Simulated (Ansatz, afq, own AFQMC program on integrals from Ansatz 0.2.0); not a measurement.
# RuH, sextet in def2-TZVP, levels against CCSDT(Q)

| atom | x (Å) | y (Å) | z (Å) |
| --- | --- | --- | --- |
| Ru | 0.0000 | 0.0000 | 0.0000 |
| H | 0.0000 | 0.0000 | 1.7532 |

Basis def2-TZVP with its core potentials. Noble-gas cores (and the filled d shells of Ga–Kr and In–Xe) are frozen. Integrals, coupled cluster, full CI and functionals: Ansatz 0.2.0; the random walks run on the same integrals in our own AFQMC program. ph-AFQMC/CISD is guided by a CISD state made of CCSD amplitudes; releasing the constraint for a short imaginary time cuts its bias at the price of noise, slowly where states lie close. ± is one standard error of the sampling. No spin–orbit coupling. The metal's outer-core s and p shells are frozen, which shifts wave-function levels against functionals.

Determinant: UHF, the one that the program's search chose, which needn't be the lowest solution. The geometry is a point of a scan.

No full CI on the walks' own integrals is used here; CCSDT(Q) serves as the reference and is uncertain by about the last step of the cluster series.

Cautions: no spin-orbit coupling; outer-core shells of the metal frozen; lower spins were not checked; higher spins were not checked; the ph-AFQMC/HF walk drifts between its halves (2.9 errors).

The T1 diagnostic is 0.0294. The weight of the determinant in the CISD state is 0.924, the ⟨S²⟩ of the determinant is 8.757 and the size of the correlated space is 9 electrons in 42 orbitals.

```csv
level,correlation energy (eV)
MP2,-3.7534
CCSD,-4.1699
CCSD(T),-4.2509
```

(1) Estimate where phaseless AFQMC with a CISD trial lies against CCSD(T) on the same integrals.

(1) 0.12 ± 0.24 mEh above CCSD(T). The gap is under twice the noise, so this walk alone can't tell the two apart.

Reference: CCSDT(Q), correlation energy -4.271 eV. The released energy is read at 2.00 1/Eh, later times being too noisy (meV from the phaseless value at times in 1/Eh: -9 ± 7 at 0.60, -18 ± 9 at 1.20, -21 ± 9 at 2.00, -11 ± 15 at 3.00, -15 ± 17 at 4.20).

```tsv
level	E − E(reference) (mEh)	share of correlation (%)
CCSD(T)	0.75	99.52
CCSDT	0.15	99.91
ph-AFQMC/HF	-0.45 ± 1.05	100.29
ph-AFQMC/CISD	0.87 ± 0.24	99.45
released AFQMC	0.11 ± 0.34	99.93
```

A walk keeps the symmetry of its determinant, which the program's search chose and which needn't be the lowest solution, so a lower state of the same spin and another symmetry isn't excluded. Released energies are given only where the last usable release times agree within the noise; a slower fall can still hide under it.
